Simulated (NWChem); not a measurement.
All runs are NWChem calculations. System: Be, charge 0, spin multiplicity 1. Level: evGW@PBE0/def2-TZVP, RI basis def2-tzvp-rifit, 6 cycles.

Input file:

```
start mol
memory heap 200 mb stack 700 mb global 1700 mb
geometry units angstroms nocenter noautoz
  Be     0.000000     0.000000     0.000000
  symmetry group D2h
end
basis spherical
  * library def2-tzvp
end
basis "ri basis" bse spherical
  * library def2-tzvp-rifit
end
dft
  xc pbe0
  iterations 100
  direct
  tolerances tight
end
task dft energy
gw
  evgw 6
  states alpha occ -1 vir -1
end
task dft gw
```

Part of the output:

```
             Northwest Computational Chemistry Package (NWChem) 7.3.0
             --------------------------------------------------------

                                NWChem Input Module
                                -------------------

 Scaling coordinates for geometry "geometry" by  1.889725989
 (inverse scale =  0.529177249)

                             Geometry "geometry" -> ""
                             -------------------------

 Output coordinates in angstroms (scale by  1.889725989 to convert to a.u.)

  No.       Tag          Charge          X              Y              Z
 ---- ---------------- ---------- -------------- -------------- --------------
    1 Be                   4.0000     0.00000000     0.00000000     0.00000000

 Effective nuclear repulsion energy (a.u.)       0.0000000000

            Nuclear Dipole moment (a.u.)
            ----------------------------
        X                 Y               Z
 ---------------- ---------------- ----------------
     0.0000000000     0.0000000000     0.0000000000

      Symmetry information
      --------------------

 Group name             D2h
 Group number             26
 Group order               8
 No. of unique centers     1

      Symmetry unique atoms

     1


 Summary of "ao basis" -> "" (spherical)
 ------------------------------------------------------------------------------
       Tag                 Description            Shells   Functions and Types
 ---------------- ------------------------------  ------  ---------------------
 *                         def2-tzvp                  on all atoms

 new library libraries.bse/

 Summary of "ri basis" -> "" (spherical)
 ------------------------------------------------------------------------------
       Tag                 Description            Shells   Functions and Types
 ---------------- ------------------------------  ------  ---------------------
 *                      def2-tzvp-rifit               on all atoms

                                 NWChem DFT Module
                                 -----------------

 Summary of "ao basis" -> "ao basis" (spherical)
 ------------------------------------------------------------------------------
       Tag                 Description            Shells   Functions and Types
 ---------------- ------------------------------  ------  ---------------------
 Be                        def2-tzvp                 9       19   5s3p1d

 Summary of "ao basis" -> "ao basis" (spherical)
 ------------------------------------------------------------------------------
       Tag                 Description            Shells   Functions and Types
 ---------------- ------------------------------  ------  ---------------------
 Be                        def2-tzvp                 9       19   5s3p1d

      Symmetry analysis of basis
      --------------------------

        ag          7
        au          0
        b1g         1
        b1u         3
        b2g         1
        b2u         3
        b3g         1
        b3u         3

            General Information
            -------------------
          SCF calculation type: DFT
          Wavefunction type:  closed shell.
          No. of atoms     :     1
          No. of electrons :     4
           Alpha electrons :     2
            Beta electrons :     2
          Charge           :     0
          Spin multiplicity:     1
          Use of symmetry is: on ; symmetry adaption is: on
          Maximum number of iterations: 100
[...]
@GW         4          1.029           0.005
@GW         5          1.029           0.005
@GW         6          2.120           0.002
@GW         7          6.832           0.004
@GW         8          6.832           0.004
@GW         9          6.832           0.004
@GW        10         12.039           0.004
@GW        11         12.039           0.004
@GW        12         12.039           0.004
@GW        13         12.039           0.004
@GW        14         12.039           0.004
@GW        15         11.281           0.004
@GW        16        146.686           0.004
@GW        17        146.686           0.004
@GW        18        146.686           0.004
@GW        19        199.993           0.005

  *** G1W1

          Computing RPA polarizability
          Solving quasiparticle equations

                  Alpha Orbitals
          State     Energy (eV)     Error (eV)
          -----------------------------------
@GW         1       -123.208           0.003
@GW         2         -8.979           0.002
@GW         3          1.259           0.002
@GW         4          1.259           0.002
@GW         5          1.259           0.002
@GW         6          2.192           0.002
@GW         7          8.311           0.003
@GW         8          8.311           0.003
@GW         9          8.311           0.003
@GW        10         11.471           0.004
@GW        11         11.471           0.004
@GW        12         11.471           0.004
@GW        13         11.471           0.004
@GW        14         11.471           0.004
@GW        15         12.199           0.002
@GW        16        150.354           0.002
@GW        17        150.354           0.002
@GW        18        150.354           0.002
@GW        19        204.420           0.003

  *** G2W2

          Computing RPA polarizability
          Solving quasiparticle equations

                  Alpha Orbitals
          State     Energy (eV)     Error (eV)
          -----------------------------------
@GW         1       -124.334           0.003
@GW         2         -8.972           0.002
@GW         3          1.267           0.003
@GW         4          1.266           0.003
@GW         5          1.266           0.003
@GW         6          2.209           0.003
@GW         7          8.381           0.002
@GW         8          8.380           0.002
@GW         9          8.380           0.002
@GW        10         11.694           0.004
@GW        11         11.694           0.005
@GW        12         11.694           0.005
@GW        13         11.694           0.005
@GW        14         11.694           0.005
@GW        15         12.374           0.002
@GW        16        151.059           0.002
@GW        17        151.059           0.002
@GW        18        151.059           0.002
@GW        19        205.357           0.002

  *** G3W3

          Computing RPA polarizability
          Solving quasiparticle equations

                  Alpha Orbitals
          State     Energy (eV)     Error (eV)
          -----------------------------------
@GW         1       -124.525           0.000
@GW         2         -8.971           0.000
@GW         3          1.272           0.000
@GW         4          1.272           0.000
@GW         5          1.272           0.000
@GW         6          2.210           0.000
@GW         7          8.386           0.000
@GW         8          8.386           0.000
@GW         9          8.386           0.000
@GW        10         11.701           0.000
@GW        11         11.700           0.000
@GW        12         11.700           0.000
@GW        13         11.700           0.000
@GW        14         11.700           0.000
@GW        15         12.383           0.000
@GW        16        151.185           0.000
@GW        17        151.184           0.000
@GW        18        151.184           0.000
@GW        19        205.505           0.000

  *** G4W4

          Computing RPA polarizability
          Solving quasiparticle equations

                  Alpha Orbitals
          State     Energy (eV)     Error (eV)
          -----------------------------------
@GW         1       -124.554           0.000
@GW         2         -8.971           0.000
@GW         3          1.272           0.000
@GW         4          1.272           0.000
@GW         5          1.272           0.000
@GW         6          2.210           0.000
@GW         7          8.386           0.000
@GW         8          8.386           0.000
@GW         9          8.386           0.000
@GW        10         11.704           0.000
@GW        11         11.703           0.000
@GW        12         11.704           0.000
@GW        13         11.703           0.000
@GW        14         11.704           0.000
@GW        15         12.384           0.000
@GW        16        151.206           0.000
@GW        17        151.206           0.000
@GW        18        151.206           0.000
@GW        19        205.527           0.000

  *** G5W5

          Computing RPA polarizability
          Solving quasiparticle equations

                  Alpha Orbitals
          State     Energy (eV)     Error (eV)
          -----------------------------------
@GW         1       -124.558           0.000
@GW         2         -8.971           0.000
@GW         3          1.272           0.000
@GW         4          1.272           0.000
@GW         5          1.272           0.000
@GW         6          2.210           0.000
@GW         7          8.386           0.000
@GW         8          8.386           0.000
@GW         9          8.386           0.000
@GW        10         11.704           0.000
@GW        11         11.703           0.000
@GW        12         11.703           0.000
@GW        13         11.703           0.000
@GW        14         11.703           0.000
@GW        15         12.384           0.000
@GW        16        151.209           0.000
@GW        17        151.209           0.000
@GW        18        151.209           0.000
@GW        19        205.529           0.000

     GW Timing Statistics
   ------------------------
   Init.   :          0.0s
     ERIs  :          0.0s
     Distr.:          0.0s
     Vxc   :          0.0s
   Sigma_x :          0.0s
   RPA     :          0.0s
   Wmn     :          0.0s
   Sigma_c :          0.0s
   GW total:          0.1s

 Task  times  cpu:        0.1s     wall:        0.1s

 Total times  cpu:        0.2s     wall:        0.2s
```
